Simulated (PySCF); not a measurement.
# CH4AlCl (SMILES [CH3][AlH][Cl]) at 5 levels

Wanted: a comparison of 5 runs (HF/def2-SVP, HF/cc-pVTZ, B3LYP/6-31G*, PBE0/def2-SVP, TPSSh/def2-TZVP) of CH4AlCl. 

The calculation is run with PySCF 2.14.0.

**1. The molecule**

The species is CH4AlCl (7 atoms), meant as a singlet with charge 0. SMILES: `[CH3][AlH][Cl]`. The shape is that of a PBE0-D4/def2-TZVP optimisation.

Bond lengths: C1–Al2 1.938 Å, Al2–Cl3 2.105 Å, C1–H4 1.095 Å, C1–H5 1.091 Å, C1–H6 1.095 Å, Al2–H7 1.579 Å. Angles: C1–Al2–Cl3 119.4°, C1–Al2–H7 124.6°, Cl3–Al2–H7 116.1°, Al2–C1–H4 110.5°, Al2–C1–H5 112.6°, Al2–C1–H6 110.6°, H4–C1–H5 108.2°, H4–C1–H6 106.4°, H5–C1–H6 108.2°.

**2. Energy and gradient at HF/def2-SVP (run 1)**

Input file input.py:

```python
import pyscf.grad
from pyscf import gto

molecule = gto.Mole()
molecule.atom = '''
C     -1.345863     0.988327    -0.539517
Al     1.619684    -0.957524     0.373410
Cl     1.314682    -3.794759     3.144315
H     -1.018184     3.005231    -0.212405
H     -3.020538     0.426511     0.524777
H     -1.761414     0.781969    -2.555855
H      4.327284    -0.578256    -0.821275
'''
molecule.charge = 0
molecule.max_memory = 1860
molecule.spin = 0
molecule.basis = 'def2-svp'
molecule.verbose = 3
molecule.unit = 'bohr'
molecule.build()

myscf = molecule.RHF()
myscf.conv_tol = 1e-10
myscf.kernel()
if not myscf.converged:
    myscf = myscf.newton().run(myscf.mo_coeff, myscf.mo_occ)

etot = myscf.e_tot
print('E = %.10f Eh' % etot)
grad = myscf.Gradients().kernel()
myscf.analyze()
```

Run with:

```console
$ OMP_NUM_THREADS=1 python input.py
```

Output:

```text
converged SCF energy = -741.440749889956
[... 18 lines left out ...]
MO #7   energy= -8.00388833289198  occ= 2
[... 8 lines left out ...]
MO #16  energy= -0.553120938381689 occ= 2
[... 8 lines left out ...]
MO #25  energy= 0.248312853838607  occ= 0
[... 8 lines left out ...]
MO #34  energy= 0.625150843497336  occ= 0
[... 8 lines left out ...]
MO #43  energy= 0.943020422948463  occ= 0
[... 8 lines left out ...]
MO #52  energy= 1.28880080589268   occ= 0
[... 8 lines left out ...]
MO #61  energy= 2.11731194974225   occ= 0
[... 8 lines left out ...]
MO #70  energy= 3.27905559109838   occ= 0
[... 8 lines left out ...]
Dipole moment(X, Y, Z, Debye): -0.49476,  1.42263, -1.19151
```

Wall time 5.7 s (1 thread of Intel Xeon at 2.70GHz, shared host); peak memory 0.14 GiB.

**3. Energy and gradient at HF/cc-pVTZ (run 2)**

Input file job.py:

```python
# [CH3][AlH][Cl]
import pyscf.grad
from pyscf import gto

system = gto.M(
    atom='''
C     -1.345863     0.988327    -0.539517
Al     1.619684    -0.957524     0.373410
Cl     1.314682    -3.794759     3.144315
H     -1.018184     3.005231    -0.212405
H     -3.020538     0.426511     0.524777
H     -1.761414     0.781969    -2.555855
H      4.327284    -0.578256    -0.821275
''',
    unit='bohr',
    verbose=4,
    spin=0,
    charge=0,
    basis='cc-pvtz',
    max_memory=1860,
)

mf = system.RHF()
mf.conv_tol = 1e-10
mf.kernel()
if not mf.converged:
    mf = mf.newton().run(mf.mo_coeff, mf.mo_occ)

e_tot = mf.e_tot
print(f'total energy: {e_tot:.8f} hartree')
grad = mf.Gradients().kernel()
dip = mf.dip_moment()
pop, q = mf.mulliken_pop()
```

Run with:

```console
$ OMP_NUM_THREADS=1 python job.py
```

Output:

```text
PySCF version 2.14.0

[... 61 lines left out ...]
converged SCF energy = -741.736671483634
total energy: -741.73667148 hartree
[... 13 lines left out ...]
Dipole moment(X, Y, Z, Debye): -0.50898,  1.44063, -1.20363
[... 162 lines left out ...]
charge of    6H =     -0.12988
```

Wall time 37 s (1 thread of Intel Xeon at 2.70GHz, shared host); peak memory 0.66 GiB.

Runs 3 to 4 aren't shown in full; the table further down has their settings and results.

**4. Energy and forces at TPSSh/def2-TZVP (run 5)**

Input file geometry.xyz:

```xyz
7

C     -0.712200     0.523000    -0.285500
Al     0.857100    -0.506700     0.197600
Cl     0.695700    -2.008100     1.663900
H     -0.538800     1.590300    -0.112400
H     -1.598400     0.225700     0.277700
H     -0.932100     0.413800    -1.352500
H      2.289900    -0.306000    -0.434600
```

Input file job.py:

```python
from pyscf import gto, dft

mol = gto.M(
    atom='geometry.xyz',
    max_memory=1860,
    basis='def2-tzvp',
    verbose=3,
)

mf = dft.RKS(mol)
mf.xc = 'tpssh'
mf.conv_tol = 1e-10
mf.grids.level = 5
mf.kernel()
if not mf.converged:
    mf = mf.newton().run(mf.mo_coeff, mf.mo_occ)

energy = mf.e_tot
print('E(%s) = %.9f' % ('TPSSH', energy))
grad = mf.nuc_grad_method().kernel()
mf.analyze()
```

Run with:

```console
$ OMP_NUM_THREADS=1 python job.py
```

Output:

```text
converged SCF energy = -743.285087600347
[... 20 lines left out ...]
MO #9   energy= -2.64190280172928  occ= 2
[... 14 lines left out ...]
MO #24  energy= 0.0808884626627724 occ= 0
[... 14 lines left out ...]
MO #39  energy= 0.327401186334647  occ= 0
[... 14 lines left out ...]
MO #54  energy= 0.709408216212026  occ= 0
[... 14 lines left out ...]
MO #69  energy= 1.17069529934076   occ= 0
[... 14 lines left out ...]
MO #84  energy= 1.9751328355968    occ= 0
[... 14 lines left out ...]
MO #99  energy= 2.39349922856765   occ= 0
[... 14 lines left out ...]
MO #114 energy= 3.36894807584284   occ= 0
[... 14 lines left out ...]
MO #129 energy= 24.8309939989516   occ= 0
[... 8 lines left out ...]
Dipole moment(X, Y, Z, Debye): -0.56777,  1.32152, -1.07249
```

It took 71 s on 1 thread of Intel Xeon at 2.70GHz, shared host; peak memory 1.4 GiB.

**5. Overview of the runs**

```tsv
run	level	Cartesian functions	integration grid	energy (Eh)	dipole moment (D)	HOMO energy (eV)	LUMO energy (eV)	wall time
1	HF/def2-SVP	no	–	-741.440750	1.92	-11.28	1.77	5.7 s
2	HF/cc-pVTZ	no	–	-741.736671	1.95	-11.30	1.56	37 s
3	B3LYP/6-31G* (Cartesian functions)	yes	5	-743.215513	2.14	-7.88	-1.30	27 s
4	PBE0/def2-SVP	no	5	-742.641705	1.83	-8.13	-1.04	20 s
5	TPSSh/def2-TZVP	no	5	-743.285088	1.79	-7.57	-1.42	71 s
```

**6. Outcome**

```
                       quantity          value
            run 5: total energy  -743.28509 Eh
           run 5: dipole moment         1.79 D
             run 5: HOMO energy       -7.57 eV
             run 5: LUMO energy       -1.42 eV
           run 5: HOMO–LUMO gap        6.15 eV
run 5: largest force on an atom     0.156 eV/Å
```

The dipole moment (its size) runs from 1.79 D (TPSSh/def2-TZVP) to 2.14 D (B3LYP/6-31G*). The two ends differ in method and basis. The HOMO–LUMO gap runs from 6.15 eV (TPSSh/def2-TZVP) to 13.06 eV (HF/def2-SVP). Totals of different functionals can't be ranked against each other. All runs together took 2.7 min, the longest 71 s.
